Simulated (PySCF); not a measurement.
propyne (C3H4), SMILES C#CC. Atoms are numbered in the order given.

```xyz
7

C      0.0000     0.0000    -1.2360
C      0.0000     0.0000     0.2181
C      0.0000     0.0000     1.4176
H     -0.8833     0.5100    -1.6258
H      0.0000    -1.0199    -1.6258
H      0.8833     0.5100    -1.6258
H      0.0000     0.0000     2.4795
```

Coordinates come from a B3LYP-D3(BJ)/def2-TZVP optimisation.

Computed with TDDFT-PBE/def2-SVPD (PySCF 2.14.0).

Vertical excitations; the highest root listed may be one member of a degenerate set. Gas-phase values at a fixed geometry. State labels are in the subgroup Cs.

```
state  symmetry  energy (eV)  λ (nm)      f                                                                  main pairs
-----  --------  -----------  ------  -----  --------------------------------------------------------------------------
S1           A"         6.71     185  0.004                                                  HOMO→LUMO (degenerate set)
S2           A'         6.71     185  0.004                                                HOMO−1→LUMO (degenerate set)
S3           A"         6.77     183  0.000                                        HOMO→LUMO+2 50 %, HOMO−1→LUMO+1 50 %
S4           A'         6.96     178  0.001                                 HOMO−1→LUMO+2, HOMO→LUMO+1 (degenerate set)
S5           A"         6.96     178  0.001                                 HOMO−1→LUMO+1, HOMO→LUMO+2 (degenerate set)
S6           A'         7.77     160  0.036                                              HOMO−1→LUMO+3 (degenerate set)
S7           A"         7.77     160  0.036                                                HOMO→LUMO+3 (degenerate set)
S8           A"         8.43     147  0.037                                                HOMO→LUMO+4 (degenerate set)
S9           A'         8.43     147  0.037                                              HOMO−1→LUMO+4 (degenerate set)
S10          A'         8.76     142  0.433  HOMO−1→LUMO+6 27 %, HOMO→LUMO+5 27 %, HOMO→LUMO+1 22 %, HOMO−1→LUMO+2 22 %
T1           A'         5.51     225      0                                        HOMO→LUMO+1 49 %, HOMO−1→LUMO+2 49 %
T2           A"         5.99     207      0                                 HOMO→LUMO+2, HOMO−1→LUMO+1 (degenerate set)
T3           A'         5.99     207      0                                 HOMO−1→LUMO+2, HOMO→LUMO+1 (degenerate set)
T4           A"         6.59     188      0                                                             HOMO→LUMO 100 %
```
Triplets are in the Tamm–Dancoff approximation, which puts them higher than full response would, so one can lie above its singlet here.
